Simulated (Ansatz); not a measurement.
**P₄: one species, many methods**

Aim: compute P₄ with functionals from several rungs and with coupled cluster. The yardstick is the atomisation energy at the CCSD(T) limit.

Computed with Ansatz 0.2.0, Gaussian basis. Level: functionals in def2-TZVPP, the program's frozen cores in correlated methods.

Levels to be run: LDA (SPW92), PBE-D4, revPBE-D4, BLYP-D4, r2SCAN-D4, B97M-V, PBE0-D4, B3LYP-D4, r2SCANh-D4, r2SCAN0-D4, HSE06-D4, BHLYP-D4, CAM-B3LYP-D4, LC-ωPBE, ωB97X-V, ωB97M-V, B2PLYP, PBE-QIDH; CCSD(T)/def2-SVP; CCSD(T)/def2-TZVPP; CCSD(T)/def2-QZVPP; extrapolation to the limit; RPA on PBE.

### Step 1. Structure used throughout

An earlier PBE0-D4 in a triple-zeta def2 set relaxation fixed the geometry.

SMILES `p12p3p1p23`, 4 atoms, charge 0, spin multiplicity 1.

Atoms are counted from 1 here; the program's logs count them from 0.

Bond lengths: P1–P2 2.184 Å, P1–P3 2.184 Å, P1–P4 2.184 Å, P2–P3 2.184 Å, P2–P4 2.184 Å, P3–P4 2.184 Å. Angles: P2–P1–P3 60.0°, P2–P1–P4 60.0°, P3–P1–P4 60.0°, P1–P2–P3 60.0°, P1–P2–P4 60.0°, P3–P2–P4 60.0°, P1–P3–P2 60.0°, P1–P3–P4 60.0°, P2–P3–P4 60.0°, P1–P4–P2 60.0°, P1–P4–P3 60.0°, P2–P4–P3 60.0°.

### Step 2. LDA

This LDA is Slater exchange with PW92 correlation.

in.yaml reads:

```yaml
crystal:
  periodic: [false, false, false]
  atoms:
    - {symbol: P, position_ang: [-0.724800, -0.099991, 1.119382]}
    - {symbol: P, position_ang: [1.294853, 0.109804, 0.315680]}
    - {symbol: P, position_ang: [-0.184987, -1.091725, -0.749847]}
    - {symbol: P, position_ang: [-0.385065, 1.081922, -0.685226]}
basis:
  gaussian: {orbitals: def2-TZVPP}
hamiltonian: {xc: lda}
output: {orbitals: {seedname: orbitals}}
```

The run is started by

```sh
ansatz run in.yaml --threads 2 --pin off --events-out ev --progress --plain --max-ram 32768MiB --backend cpu
```

The runs that follow: PBE-D4 (GGA); revPBE-D4 (GGA); BLYP-D4 (GGA); r2SCAN-D4 (meta-GGA); B97M-V (meta-GGA); PBE0-D4 (hybrid); B3LYP-D4 (hybrid); r2SCANh-D4 (hybrid); r2SCAN0-D4 (hybrid); HSE06-D4 (hybrid); BHLYP-D4 (hybrid); CAM-B3LYP-D4 (range-separated); LC-ωPBE (range-separated); ωB97X-V (range-separated); ωB97M-V (range-separated); B2PLYP (double hybrid); PBE-QIDH (double hybrid); CCSD(T) in def2-SVP; CCSD(T) in def2-TZVPP; CCSD(T) in def2-QZVPP; RPA on PBE orbitals.

Q: Predict the results of all the runs planned. Wanted: atomisation energy, CCSD(T)/CBS; farthest beyond LDA; mean size of error, GGA; mean size of error, meta-GGA; mean size of error, hybrid; mean size of error, range-separated; mean size of error, double hybrid; gap, smallest and largest; T1 diagnostic.

The runs gave:

| quantity | value |
| --- | --- |
| atomisation energy, CCSD(T)/CBS | 1208.1 kJ/mol |
| functionals within 6.0 kJ/mol (0.5 %) | B3LYP-D4, r2SCANh-D4, PBE-QIDH |
| farthest beyond LDA | B97M-V (+118.1 kJ/mol) |
| mean size of error, GGA | 72.8 kJ/mol |
| mean size of error, meta-GGA | 72.5 kJ/mol |
| mean size of error, hybrid | 34.3 kJ/mol |
| mean size of error, range-separated | 47.8 kJ/mol |
| mean size of error, double hybrid | 16.7 kJ/mol |
| gap, smallest and largest | 5.02 eV (BLYP-D4), 11.45 eV (LC-ωPBE) |
| T1 diagnostic | 0.0178 |
| triples share of the correlation energy | 7.0 % |

**Reading.** LDA overbinds by 331.0 kJ/mol (27 %). PBE-D4 is off by +111.7 kJ/mol. Double hybrids carry the basis error of their MP2 part in triple zeta, and no dispersion term here, so their miss is partly the set-up's. Taken by rung, double hybrid functionals do best (16.7 kJ/mol on average) and GGA ones worst beyond LDA (72.8 kJ/mol). RPA and LDA stand outside this count. Misses under about 6.0 kJ/mol are within the doubt on the reference itself, which lacks core-valence correlation, relativity and higher excitations. Hartree-Fock recovers 41 % of the binding; the rest is correlation. CCSD(T) in def2-SVP is off by -313.0 kJ/mol, so the small basis spoils what the method gains. The gap grows from 5.0 to 11.5 eV across the functionals, mostly with the share of exact exchange.
